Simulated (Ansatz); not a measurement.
How methods differ on COF2 (carbonyl fluoride)

COF2 has 4 atoms, charge 0, and is taken as a singlet. SMILES: `O=C(F)F`. Geometry: relaxed at PBE0-D4/def2-TZVP.

```xyz
4

O    -1.2427   -0.1574    0.1539
C    -0.0918   -0.0116    0.0114
F     0.8455   -0.8267    0.4247
F     0.4890    0.9957   -0.5900
```

Quantity: the energy change with the C2–F3 bond stretched from 1.309 to 1.636 Å, in eV. The values are calculated.

```json
{"level": "HF/STO-3G (restricted)", "kind": "Hartree–Fock", "program": "Ansatz", "value (eV)": "1.39", "less FCI/STO-3G": "+0.85", "CPU time (all runs)": "0.2 s"}
{"level": "r2SCAN/STO-3G (restricted)", "kind": "meta-GGA", "program": "Ansatz", "value (eV)": "0.62", "less FCI/STO-3G": "+0.08", "CPU time (all runs)": "4.5 s"}
{"level": "r2SCAN0/STO-3G (restricted)", "kind": "hybrid meta-GGA", "program": "Ansatz", "value (eV)": "0.92", "less FCI/STO-3G": "+0.38", "CPU time (all runs)": "4.8 s"}
{"level": "CAM-B3LYP/STO-3G (restricted)", "kind": "range-separated hybrid", "program": "Ansatz", "value (eV)": "0.81", "less FCI/STO-3G": "+0.27", "CPU time (all runs)": "2.2 s"}
{"level": "RPA@PBE/STO-3G (restricted)", "kind": "RPA", "program": "Ansatz", "value (eV)": "0.37", "less FCI/STO-3G": "-0.17", "CPU time (all runs)": "2.8 s"}
{"level": "BCCD(T)/STO-3G (restricted)", "kind": "coupled cluster or CI", "program": "Ansatz", "value (eV)": "0.57", "less FCI/STO-3G": "+0.03", "CPU time (all runs)": "0.59 s"}
{"level": "CCSD(T)/STO-3G (restricted)", "kind": "coupled cluster or CI", "program": "Ansatz", "value (eV)": "0.57", "less FCI/STO-3G": "+0.03", "CPU time (all runs)": "0.46 s"}
{"level": "CCSD/STO-3G (restricted)", "kind": "coupled cluster or CI", "program": "Ansatz", "value (eV)": "0.61", "less FCI/STO-3G": "+0.07", "CPU time (all runs)": "0.45 s"}
{"level": "FCI/STO-3G", "kind": "exact in the basis", "program": "Ansatz", "value (eV)": "0.54", "less FCI/STO-3G": "0.00", "CPU time (all runs)": "10 s"}
```

FCI/STO-3G is exact within its basis and frozen core, so for wave-function methods in that basis the difference is their error; functionals converge differently with the basis, so for them it is only a difference. The first shape isn't each level's own minimum. The values span 0.37 to 1.39 eV. All rows use very small basis sets, so even the best lies far from the true value. CPU times are rough (shared hosts, several kinds of processor): they show what a rung costs within a factor of a few.
